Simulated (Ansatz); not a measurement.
Al3H4⁻ (the lowest singlet isomer of a short search), 7 atoms. Hardware: 4 threads of Arm Neoverse V2 on a shared host.

Correlated methods freeze 15 core orbitals.

Task: How many basis functions does each of these Ansatz runs have, and roughly what does it cost? BLYP-D4/def2-TZVPD, charge -1 singlet, energy, from earlier orbitals; r2SCAN-D4/def2-TZVPD, charge 0 doublet at the geometry of the charge -1 singlet, energy, from earlier orbitals; B2PLYP/def2-TZVPD, charge -1 singlet, energy, from earlier orbitals; ωB97X-V/def2-TZVPD, charge -1 singlet, energy, from earlier orbitals; B3LYP-D4/6-31G, charge -1 singlet, energy; MP2/def2-TZVPD, charge -1 singlet, energy, from earlier orbitals; BHLYP-D4/def2-TZVPD, charge -1 singlet, energy, from earlier orbitals; PBE-D4/def2-TZVPD, charge -1 singlet, energy and forces, from earlier orbitals; PBE0-D4/def2-TZVPD, charge -1 triplet at the geometry of the charge -1 singlet, energy; r2SCAN-D4/def2-TZVPD, charge -1 singlet, energy, from earlier orbitals; PBE-D4/def2-TZVPD, charge -1 triplet at the geometry of the charge -1 singlet, energy, from earlier orbitals; PBE0-D4/def2-TZVPD, charge 0 doublet at the geometry of the charge -1 singlet, energy, from earlier orbitals.

Result: Other jobs shared the machine, so times can vary by a factor of up to 3. A dash marks memory too small to be measured apart from the calling script's.

| run | functions | fitting or Cholesky vectors | wall time | peak host memory (GiB) |
| --- | --- | --- | --- | --- |
| B3LYP-D4/6-31G, charge -1 singlet, energy | 47 | 542 | 0.55 s | – |
| MP2/def2-TZVPD, charge -1 singlet, energy, from earlier orbitals | 165 | 1116 | 1.4 s | – |
| PBE-D4/def2-TZVPD, charge -1 singlet, energy and forces, from earlier orbitals | 165 | 996 | 1.7 s | – |
| BHLYP-D4/def2-TZVPD, charge -1 singlet, energy, from earlier orbitals | 165 | 1134 | 1.9 s | – |
| BLYP-D4/def2-TZVPD, charge -1 singlet, energy, from earlier orbitals | 165 | 996 | 1.9 s | – |
| PBE-D4/def2-TZVPD, charge -1 triplet at the geometry of the charge -1 singlet, energy, from earlier orbitals | 165 | 996 | 2.6 s | – |
| B2PLYP/def2-TZVPD, charge -1 singlet, energy, from earlier orbitals | 165 | 1116 | 3 s | – |
| r2SCAN-D4/def2-TZVPD, charge -1 singlet, energy, from earlier orbitals | 165 | 996 | 3.1 s | – |
| PBE0-D4/def2-TZVPD, charge 0 doublet at the geometry of the charge -1 singlet, energy, from earlier orbitals | 165 | 1086 | 3.3 s | – |
| PBE0-D4/def2-TZVPD, charge -1 triplet at the geometry of the charge -1 singlet, energy | 165 | 1086 | 3.8 s | – |
| ωB97X-V/def2-TZVPD, charge -1 singlet, energy, from earlier orbitals | 165 | 1023 | 6 s | – |
| r2SCAN-D4/def2-TZVPD, charge 0 doublet at the geometry of the charge -1 singlet, energy, from earlier orbitals | 165 | 996 | 6.5 s | – |
